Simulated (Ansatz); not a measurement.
Rock-salt TiC, treated with LDA (PAW; Ansatz, a program for electronic structure).

Run with plane-wave cutoff 500 eV, 16×16×16 k mesh, Fermi–Dirac smearing 0.05 eV, no spin polarisation, scalar-relativistic PAW data made under PBE.

Computed at the level's own relaxed cell.

Problem. Estimate the volume per atom and lattice constant a that the calculation returns.

Solution. 
- volume per atom = 9.67 Å³/atom
- lattice constant a = 4.261 Å

Measured, for comparison: equilibrium volume per atom 10.15 Å³/atom, lattice constant a 4.33 Å (temperature not stated, not corrected to a static lattice; as tabulated in Zhang et al. (2018), doi:10.1088/1367-2630/aac7f0). Computed (rounded) less measured: equilibrium volume per atom -4.7 %, lattice constant a -1.6 %. A static lattice is as a rule a little smaller and stiffer than an uncorrected measurement, which narrows the difference in the lattice constant a and would widen misses of the other sign.

Static lattice: no zero-point or thermal effects.

Cost on a shared machine: very roughly 14 core-seconds.
